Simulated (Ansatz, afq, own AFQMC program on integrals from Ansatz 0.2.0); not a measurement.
**AlPH, doublet in cc-pVDZ, levels against CCSDT(Q)**

```yaml
atoms:
  - { symbol: Al, position_ang: [0.0000, 0.0000, 0.1876] }
  - { symbol: P, position_ang: [0.0000, 0.0000, -1.9566] }
  - { symbol: H, position_ang: [0.0000, 0.0000, 1.7690] }
```

Connectivity, by distances: AlH–P.

Basis cc-pVDZ. Noble-gas cores (and the filled d shells of Ga–Kr and In–Xe) are frozen. Ansatz 0.2.0 and our own AFQMC program on the same integrals; the CISD trial comes from CCSD amplitudes, and released means the phaseless constraint is let go. Free AFQMC starts from the CCSD state and is never constrained. Its projection time is finite, and what remains of the start isn't in its error. Uncertainties: one standard error, sampling alone.

Determinant: UHF, the one that the program's search chose, which needn't be the lowest solution. The geometry is a point of a scan.

No full CI on the walks' own integrals is used here; CCSDT(Q) serves as the reference and is uncertain by about the last step of the cluster series.

Cautions: unrestricted determinant slightly spin contaminated (⟨S²⟩ 0.80 against 0.75); the ph-AFQMC/CISD walk drifts between its halves (2.8 errors).

```
T1 diagnostic                               : 0.0307
weight of the determinant in the CISD state : 0.862
⟨S²⟩ of the determinant                     : 0.801
size of the correlated space                : 9 electrons in 31 orbitals
```

```tsv
level	correlation energy (eV)
MP2	-4.0487
CCSD	-4.8570
CCSD(T)	-5.0655
```

**Question.** Estimate where free-projection AFQMC lies against CCSD(T) on the same integrals.

**Answer.** 3.8 ± 2.4 kJ/mol below CCSD(T). The gap is under twice the noise, so this walk alone can't tell the two apart.

Reference: CCSDT(Q), correlation energy -5.128 eV. The released energy is read at 2.40 1/Eh (meV from the phaseless value at times in 1/Eh: -8 ± 12 at 0.24, -16 ± 10 at 0.51, -33 ± 14 at 0.99, -34 ± 13 at 1.62, -39 ± 15 at 2.40).

```
         level  E − E(reference) (kJ/mol)  share of correlation (%)
       CCSD(T)                        6.0                     98.78
         CCSDT                        1.8                     99.63
   ph-AFQMC/HF                  4.1 ± 5.6                     99.18
 ph-AFQMC/CISD                  6.2 ± 1.4                     98.74
released AFQMC                  2.5 ± 1.4                     99.49
    free AFQMC                  2.2 ± 2.4                     99.55
```

Free projections are given only where their last times agree within the noise and don't stop above the reference; a slow remainder of the start can still hide under it. A walk keeps the symmetry of its determinant, which the program's search chose and which needn't be the lowest solution, so a lower state of the same spin and another symmetry isn't excluded. Released energies are given only where the last usable release times agree within the noise; a slower fall can still hide under it.
